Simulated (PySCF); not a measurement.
**Broadened absorption spectrum of sulfuric acid**

Sulfuric acid, H2O4S.
Numbering: `[O:1]=[S:2](=[O:3])([OH:4])[OH:5]` (hydrogens: H6 on O4; H7 on O5)

The calculation used PySCF, TDDFT CAM-B3LYP/def2-SVPD, vertical, gas phase, core orbitals frozen in the response. Isolated species at its GFN2-xTB geometry (one conformer only). Torsions of this conformer, `[O:1]=[S:2](=[O:3])([OH:4])[OH:5]`: H–O4–S2–O1 155°, H–O5–S2–O1 21°.

Computed states:

```json
{"state": "S1", "E (eV)": "8.23", "f": "0.0092"}
{"state": "S2", "E (eV)": "8.40", "f": "0.0011"}
{"state": "S3", "E (eV)": "8.64", "f": "0.0033"}
{"state": "S4", "E (eV)": "9.28", "f": "0.0016"}
{"state": "S5", "E (eV)": "9.41", "f": "0.013"}
{"state": "S6", "E (eV)": "9.72", "f": "0.048"}
{"state": "S7", "E (eV)": "9.79", "f": "0.019"}
{"state": "S8", "E (eV)": "10.00", "f": "0.068"}
```

Broadening: Gaussians 0.4 eV wide at half height, area fixed by f = 4.319×10⁻⁹ ∫ε dν̃. The width is an assumption, not a result. The curve ends short of the highest state used, and states not computed would add to its high-energy end.

**Question.** Give the broadened spectrum and its maxima.

**Answer.** 
| λ (nm) | ε (L mol⁻¹ cm⁻¹) |
| --- | --- |
| 131.9 | 1609 |
| 132.8 | 1190 |
| 133.7 | 857 |
| 134.6 | 582 |
| 135.4 | 388 |
| 136.3 | 230 |
| 137.2 | 133 |
| 138.0 | 91 |
| 138.9 | 83 |
| 139.8 | 105 |
| 140.7 | 145 |
| 141.5 | 188 |
| 142.4 | 235 |
| 143.3 | 277 |
| 144.1 | 311 |
| 145.0 | 352 |
| 145.9 | 404 |
| 146.8 | 471 |
| 147.6 | 540 |
| 148.5 | 615 |
| 149.4 | 670 |
| 150.2 | 687 |
| 151.1 | 662 |
| 152.0 | 595 |
| 152.9 | 497 |
| 153.7 | 399 |
| 154.6 | 291 |
| 155.5 | 198 |
| 156.3 | 133 |
| 157.2 | 80 |
| 158.1 | 45 |
| 159.0 | 24 |
| 159.8 | 13 |
| 160.7 | 6 |
| 161.6 | 3 |
| 162.4 | 1 |

Maxima: 150 nm (8.26 eV), ε about 690, made up of S1 (90%) (ε in L mol⁻¹ cm⁻¹; maxima over ε = 5, shares over 10%). At its high-energy end, 9.40 eV, the curve is still rising (ε about 1600, from S5 and S6).

**Question.** Coming from long wavelengths, where does ε first pass 100 L mol⁻¹ cm⁻¹?

**Answer.** At about 157 nm (7.91 eV), 0.33 eV below S1.

**Question.** What would ε be at 8.26 eV, the highest of these maxima, with half the width (0.2 eV)?

**Answer.** About 1220 L mol⁻¹ cm⁻¹ against 687, a factor of about 1.8; a lone state at its own centre would give exactly 2.
